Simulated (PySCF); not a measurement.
# Fractional electron number in He (helium, neutral)

The 1s beta orbital of 1s2 is emptied in steps (occupation f), with all orbitals relaxed, ending at 1s1. Computed with PySCF 2.14 in def2-SVP (2s1p, 5 functions), with no relativity, point nucleus. The exact energy is a straight line in f; departures are measured from the line between the end points of the same method.

| f | UHF (eV) |
| --- | --- |
| 1 | 0.000 |
| 0.8 | 0.219 |
| 0.6 | 0.314 |
| 0.4 | 0.300 |
| 0.2 | 0.192 |
| 0 | 0.000 |

```csv
method,E(f=0) − E(f=1) (eV),−ε at f=1 (eV),−ε at f=0.4 (eV)
UHF,23.444,24.875,23.126
```

Orbital energy along the path (eV):

| f | UHF |
| --- | --- |
| 1 | -24.875 |
| 0.8 | -24.216 |
| 0.6 | -23.635 |
| 0.4 | -23.126 |
| 0.2 | -22.683 |
| 0 | -22.297 |

Reference removal energy between the ground levels: 24.587 eV (measured; NIST Atomic Spectra Database, ionization energies). UHF lacks correlation.
